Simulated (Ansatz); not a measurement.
# CH4O (triplet): from Hartree-Fock to the top rungs at distance O1–H3 along a hydrogen transfer = 0.960 Å, cc-pVDZ

How much of the correlation energy of CH4O (triplet) does each wave-function method recover here?

Program: Ansatz 0.2.0, Gaussian basis. Level of theory: cc-pVDZ, core rule «outside noble gas», up to 2 orbitals frozen. These are calculated values, not measurements.

Plan: UHF; CCSD(T) on ROHF; CCSD(T) on UHF; BCCD(T) on ROHF; CISD; CCSDT(Q) on ROHF; CCSDT(Q) on UHF; CASSCF and MRCISD+Q, 4 electrons in 4 orbitals; CASSCF and NEVPT2, 4 electrons in 4 orbitals.

9 further runs of the same task are left out: 7 that didn't finish, 2 set aside as unsound or not needed.

### Step 1. The geometry

The geometry derives from fragments relaxed apart (PBE0/def2-TZVP) and kept rigid, so it is no stationary point. A hydrogen atom is moved between rigid fragments.

6 atoms, charge 0, spin multiplicity 3.

Atoms are counted from 1 here; the program's logs count them from 0.

Bond lengths: O1–H2 0.960 Å, O1–H3 0.960 Å, C4–H5 1.079 Å, C4–H6 1.079 Å. Angles: H2–O1–H3 105.1°, H5–C4–H6 134.8°.

### Step 2. UHF

in.yaml reads:

```yaml
crystal:
  periodic: [false, false, false]
  atoms:
    - {symbol: O, position_ang: [-1.072333, -0.029147, 0.000000]}
    - {symbol: H, position_ang: [-1.321643, 0.897428, 0.000000]}
    - {symbol: H, position_ang: [-0.112804, -0.029147, 0.000000]}
    - {symbol: C, position_ang: [1.266667, -0.029147, 0.000000]}
    - {symbol: H, position_ang: [1.681135, -0.029147, 0.996161]}
    - {symbol: H, position_ang: [1.681135, -0.029147, -0.996161]}
basis:
  gaussian: {orbitals: cc-pVDZ}
magnetization: {spin_polarized: true, initial_magnetization: 2}
hamiltonian: {xc: hf}
output: {orbitals: {seedname: orbitals}}
```

The run is started by

```console
$ ansatz run in.yaml --threads 1 --pin off --events-out ev --progress --plain --max-ram 2393MiB
```

Further steps of the session: CCSD(T) on ROHF; CCSD(T) on UHF; BCCD(T) on ROHF; CISD; CCSDT(Q) on ROHF; CCSDT(Q) on UHF; CASSCF and MRCISD+Q, 4 electrons in 4 orbitals; CASSCF and NEVPT2, 4 electrons in 4 orbitals.

Before running them: what should the planned runs give, taken together? Wanted: UCCSDT(Q) below the RHF energy; RMP2 from UCCSDT(Q); UMP2 from UCCSDT(Q); RCCSD from UCCSDT(Q); RCCSD(T) from UCCSDT(Q); UCCSD(T) from UCCSDT(Q); RCCSDT(Q) from UCCSDT(Q); NEVPT2 pair from UCCSDT(Q); MRCISD+Q pair from UCCSDT(Q).

The runs gave:

| quantity | value |
| --- | --- |
| UCCSDT(Q) below the RHF energy | -9.5558 eV |
| RMP2 from UCCSDT(Q) | +993.5 meV |
| UMP2 from UCCSDT(Q) | +993.5 meV |
| RCCSD from UCCSDT(Q) | +207.1 meV |
| RCCSD(T) from UCCSDT(Q) | +34.9 meV |
| UCCSD(T) from UCCSDT(Q) | +34.2 meV |
| RCCSDT(Q) from UCCSDT(Q) | +1.3 meV |
| NEVPT2 pair from UCCSDT(Q) | +1010.0 meV |
| MRCISD+Q pair from UCCSDT(Q) | +107.7 meV |
| levels within 1 kcal/mol (43 meV) | RCCSD(T), UCCSD(T), BCCD(T), RCCSDT, UCCSDT, RCCSDT(Q) |
| T1 diagnostic | 0.021 |

RCCSD(T) lands +34.9 meV from the yardstick (0.4 % of the correlation energy). Of the multireference levels listed MRCISD+Q pair comes nearest in total energy (+107.7 meV), which doesn't show that its space is the better one. These misses are within one basis, not against nature; the frozen cores of restricted and unrestricted runs differ, which can shift their rows.
